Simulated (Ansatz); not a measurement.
Compare A (`CN1CN=C1O`) with its isomer B (`C=NC(=N)OC`).

Gas-phase electronic energies from Ansatz, PBE0-D4/def2-TZVP geometries. CCSD(T)/CBS is the MP2 limit (def2-TZVPP, def2-QZVPP) plus CCSD(T) − MP2 in def2-TZVPP, frozen cores. Functionals use def2-TZVPP. One conformer a species, not always the lowest.

A:

```xyz
12

C     0.2370   -0.3190   -1.4774
N     0.2229    0.4266   -0.2427
C    -1.0143    0.8911    0.4325
N    -0.5262    0.3097    1.7043
C     0.4525   -0.1328    0.9955
O     1.4883   -0.9000    1.2942
H     0.0033    0.3504   -2.3067
H    -0.4773   -1.1541   -1.4856
H     1.2391   -0.7185   -1.6399
H    -1.1227    1.9776    0.4428
H    -1.9175    0.4046    0.0555
H     1.4151   -1.1357    2.2276
```

B:

Z-matrix (Å, degrees):
```
C
O 1 1.420
H 1 1.091 2 110.5
H 1 1.088 2 105.8 3 -119.9
H 1 1.091 2 110.5 3 120.2
C 2 1.337 1 115.8 3 -60.1
N 6 1.409 2 115.1 1 -180.0
N 6 1.264 2 122.1 1 -0.0
C 7 1.265 6 119.1 2 0.0
H 8 1.016 6 108.5 2 -180.0
H 9 1.089 7 118.0 6 180.0
H 9 1.092 7 123.7 6 0.0
```

Q: Which is lower in electronic energy at CCSD(T)/CBS, and by how much? (An estimate is asked.)

A: The calculation gave: B, by 23.8 kJ/mol.

Q: Give E(B) − E(A) in kJ/mol with B2PLYP, LDA (SPW92), HF/def2-TZVPP, PBE0-D4, PBE-D4, MP2/def2-TZVPP, BLYP-D4. (Best estimate.)

A: Ansatz gave: B2PLYP -30.8, LDA (SPW92) 4.9, HF/def2-TZVPP -42.5, PBE0-D4 -5.5, PBE-D4 -13.4, MP2/def2-TZVPP -10.8, BLYP-D4 -45.0. The order is the other way round with LDA (SPW92).

Q: Does the order hold for the free energy at 298.15 K (harmonic terms from PBE0-D4)? (Estimate.)

A: The calculation gave: Yes: G(B) − G(A) = -32.1 kJ/mol, for one conformer each. Modes under 60 cm⁻¹, often nearly free rotors, make the harmonic entropy too high.

Largest T1 diagnostic: 0.014.

From BLYP to BHLYP (50 % exact exchange), in def2-TZVPP and without D4, E(B) − E(A) moves by +14.1 kJ/mol. Leaving LDA and LC-ωPBE aside and taking each functional with its dispersion term where it has one, the values, not all of them listed here, spread over 42.2 kJ/mol, from BLYP-D4 to PBE-QIDH. LDA lies +19.0 kJ/mol from PBE without D4.
